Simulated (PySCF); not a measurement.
## Functional benchmark on one molecule

Molecule: SMILES F[P@TB1](F)(F)(F)F, F5P.

Mapped SMILES: `[F:1][P@TB1:2]([F:3])([F:4])([F:5])[F:6]`.

Geometry PBE0-D3(BJ)/def2-SVP throughout; GIAO in PySCF 2.14, gas phase, one conformer, non-relativistic; equivalent atoms averaged; basis pcSseg-2.

Reference values (measured; NMR Tables: representative 31P chemical shifts referenced to 85 % H3PO4 (instrument maker's almanac)): δ(P2) = -80.3 ppm vs 85 % H3PO4. Computed shifts are taken against H3PO4, calculated as an isolated molecule at each level.

How do the functionals HF, LDA, PBE, BLYP, BP86, OPBE perform against the reference? Times are CPU seconds on 1 thread of an Arm Neoverse V1, shared host.

## Answers


| functional | kind | P2 | abs. error P | core-s |
| --- | --- | --- | --- | --- |
| HF | Hartree–Fock | -97.8 | 17.5 | 8.4 |
| LDA | LDA | -58.0 | 22.3 | 17 |
| PBE | GGA | -56.8 | 23.5 | 21 |
| BLYP | GGA | -59.5 | 20.8 | 20 |
| BP86 | GGA | -57.6 | 22.7 | 20 |
| OPBE | GGA | -54.9 | 25.4 | 21 |

For ³¹P the closest is HF (17.5 ppm) and the furthest OPBE (25.4 ppm). One molecule is a small sample, and vibrational and solvent effects are absent from the calculation.
